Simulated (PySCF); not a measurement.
Species: C6H11 (doublet state).
Geometry (GFN2-xTB, Å), atoms numbered from 1 in this order:
```
atom  x, y, z in Å
C1     2.470    0.170    0.151
C2     1.000    0.074    0.108
C3    -0.033    1.043   -0.354
C4    -1.020   -0.139   -0.482
C5    -2.245   -0.062    0.410
C6     0.091   -1.102   -0.004
H7     2.912    0.169   -0.855
H8     2.891   -0.674    0.696
H9     2.781    1.098    0.633
H10   -0.330    1.800    0.379
H11    0.196    1.567   -1.289
H12   -1.324   -0.325   -1.514
H13   -2.803   -0.996    0.374
H14   -2.901    0.745    0.087
H15   -1.950    0.125    1.441
H16   -0.134   -1.615    0.936
H17    0.393   -1.867   -0.728
```

As a line formula: `C[C]1CC(C)C1` [radical].

Level of theory: UKS B3LYP, pcH-1 on C H, non-relativistic, mean-field spin-orbit, GIAO (PySCF 2.14.0). Geometry: GFN2-xTB; no solvent, vibrations or thermal averaging. Couplings are sensitive to structure, and on GFN2-xTB geometries they can be far from those on DFT ones. The SCF solution wasn't tested for stability.

Principal values of hyperfine tensors in MHz (contact and dipolar terms together), for some of the nuclei:

| atom | isotope | A1 | A2 | A3 |
| --- | --- | --- | --- | --- |
| H7 | 1H | 132.78 | 133.85 | 145.27 |
| C2 | 13C | 36.60 | 38.33 | 275.54 |
| H16 | 1H | 106.46 | 107.27 | 120.34 |
| H10 | 1H | 104.38 | 105.20 | 118.20 |
| H17 | 1H | 97.22 | 98.40 | 108.68 |
| H11 | 1H | 95.18 | 96.32 | 106.61 |
| H9 | 1H | 44.93 | 45.10 | 58.96 |
| C6 | 13C | -35.01 | -32.50 | -29.51 |

(1) Split each tensor into its isotropic and traceless parts, and turn a_iso into mT with g = 2.0027.

(2) What spin density at the nucleus of H7 lies behind its contact coupling (g_N = 5.58569)?

(3) C3 (13C, g_N = 1.40482) isn't in the table. Its spin density at the nucleus is -0.02845 bohr⁻³. What is its contact coupling?

(4) Name the largest traceless tensor T of the table and describe it.

(5) What first-order splitting does H7 cause when the field lies along A1, A2 or A3 of its tensor (g taken as isotropic, no quadrupole term)?

Results:

(1) a_iso = (A1 + A2 + A3)/3, Ti = Ai − a_iso; 1 mT corresponds to 28.030 MHz.

```
atom  a_iso (MHz)  a_iso (mT)      T1      T2      T3
  H7       137.30       4.898   -4.52   -3.45    7.97
  C2       116.82       4.168  -80.23  -78.49  158.72
 H16       111.36       3.973   -4.90   -4.09    8.98
 H10       109.26       3.898   -4.88   -4.06    8.95
 H17       101.44       3.619   -4.21   -3.03    7.25
 H11        99.37       3.545   -4.19   -3.05    7.24
  H9        49.67       1.772   -4.74   -4.56    9.30
  C6       -32.34      -1.154   -2.67   -0.16    2.83
```

(2) a_FC = (2μ0/3) gₑ μB g_N μN ρ(0)/(2S·h) = 800.24 MHz × g_N × ρ(0)/(2S), with ρ in bohr⁻³. With a_FC = 137.30 MHz and 2S = 1, ρ(0) = 0.03072 bohr⁻³. In magnitude that is 9.6 % of the 1/π = 0.318 of a free hydrogen atom.

(3) By the same relation, a_FC = -32.0 MHz. Its full tensor has the principal values -34.59, -32.22, -29.14 MHz.

(4) C2: -80.2, -78.5, 158.7 MHz, axial, in the ratio −1:−1:+2, the form that spin in one p orbital centred on that nucleus gives.

(5) 2 lines (I = 1/2), spaced by |A_i|/(g × 13.996): 4.74, 4.78, 5.18 mT along the axes of A1, A2 and A3.
